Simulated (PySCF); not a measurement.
Numbering as in the mapped SMILES `[CH3:1][NH:2][AlH3-:3]`. Hydrogens are named by the atom that carries them.

Geometry: PBE0-D3(BJ)/def2-SVP; GIAO absolute shieldings from PySCF, gas phase, non-relativistic, averaged over equivalent atoms.

At PBE0/pcSseg-1 (93 basis functions, 4.7 s wall time on 1 thread of an Arm Neoverse V2, shared host):
| atoms | σ (ppm) |
| --- | --- |
| C1 | 146.8 |
| N2 | 262.5 |
| Al3 | 464.3 |
| H(Al3) | 27.35 |
| H(C1) | 28.54 |
| H(N2) | 33.57 |

Predict the values at KT2/pcSseg-2 on the same geometry.

## Answers


| atoms | σ at KT2/pcSseg-2 | change |
| --- | --- | --- |
| C1 | 142.4 | -4.4 |
| N2 | 246.1 | -16.4 |
| Al3 | 460.5 | -3.8 |
| H(Al3) | 26.96 | -0.39 |
| H(C1) | 27.96 | -0.58 |
| H(N2) | 33.10 | -0.47 |

The largest change is at N2 (nitrogen bonded to C, Al, H). Cost: 213 basis functions, 18 s wall time on 1 thread of an Arm Neoverse V2, shared host.
